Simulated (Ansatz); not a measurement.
Density of states of Si3Mo5 (I4/mcm, a = 9.604 Å, b = 9.604 Å, c = 4.871 Å, α = 90.00°, β = 90.00°, γ = 90.00°), in states per eV and primitive cell, averaged over bins of 0.3 eV. All numbers below come from DFT PBEsol, scalar-relativistic, plane waves, PAW in Ansatz 0.2.0.

Settings: cutoff 420 eV, Γ-centred mesh 8×8×8 on the computed 16-atom cell, Gaussian smearing of 0.10 eV; no spin polarisation.

The cell is relaxed at this level. The states (both spins) are summed by tetrahedra on a 12×12×12 mesh at the self-consistent density. Energies are bin centres; the table starts no lower than −8 eV and ends at 6 eV, or lower where the solved bands end.

It is a metal at this level.

```csv
E − E_F (eV),total,Mo 4d,Si 3p,Mo 5s,Si 3s
-7.90,0.59,0.20,0.16,0.02,0.20
-7.60,0.58,0.22,0.14,0.02,0.19
-7.30,0.75,0.33,0.13,0.01,0.26
-7.00,0.54,0.27,0.03,0.00,0.23
-6.70,0.05,0.02,0.02,0.00,0.00
-6.40,2.45,0.85,1.12,0.33,0.05
-6.10,10.76,4.24,4.34,1.47,0.27
-5.80,7.14,3.07,2.74,0.88,0.15
-5.50,4.75,2.27,1.79,0.41,0.13
-5.20,8.00,4.27,2.82,0.57,0.12
-4.90,7.18,4.09,2.41,0.36,0.15
-4.60,11.95,7.18,3.60,0.64,0.25
-4.30,17.08,10.71,5.09,0.70,0.23
-4.00,17.86,11.60,5.28,0.41,0.20
-3.70,15.14,10.27,4.05,0.30,0.20
-3.40,14.40,10.28,3.23,0.28,0.22
-3.10,13.03,9.54,2.66,0.24,0.16
-2.80,13.70,11.07,1.69,0.41,0.12
-2.50,15.07,12.21,1.80,0.36,0.23
-2.20,15.62,12.62,1.92,0.37,0.20
-1.90,12.70,10.56,1.29,0.29,0.14
-1.60,11.11,9.46,0.93,0.18,0.14
-1.30,8.07,6.80,0.74,0.15,0.09
-1.00,9.12,7.68,0.79,0.21,0.08
-0.70,9.06,7.75,0.74,0.14,0.06
-0.40,9.72,8.40,0.65,0.19,0.08
-0.10,7.49,6.70,0.36,0.12,0.04
0.20,13.57,11.96,0.73,0.27,0.09
0.50,14.29,12.56,0.81,0.28,0.09
0.80,12.63,11.14,0.79,0.18,0.07
1.10,10.26,9.11,0.62,0.14,0.05
1.40,7.33,6.38,0.50,0.12,0.09
1.70,10.13,8.74,0.71,0.15,0.26
2.00,13.03,11.08,1.08,0.19,0.34
2.30,16.93,13.79,1.81,0.28,0.56
2.60,14.20,11.19,1.66,0.28,0.63
2.90,10.84,7.96,1.64,0.30,0.62
3.20,7.41,4.55,1.61,0.24,0.68
3.50,8.25,4.40,2.07,0.26,1.08
3.80,6.63,3.33,1.84,0.22,0.88
4.10,9.66,4.02,2.79,0.57,1.62
4.40,7.93,2.91,2.51,0.71,1.07
4.70,6.54,2.19,2.08,0.64,0.98
5.00,7.03,2.29,2.30,0.73,1.02
5.30,7.61,2.18,2.41,1.17,0.80
5.60,8.22,2.37,2.78,1.32,0.69
```

The columns after the total are the main Löwdin projections on the occupied valence shells of the potentials; 2 others are left out. The rest of the total lies in those, in shells that are empty in the free atom, which aren't projected, and between the atoms.

Cost: 1 run of about 8.8 core-minutes, on Intel Xeon Platinum 8259CL (Skylake/Cascade Lake) (shared hosts).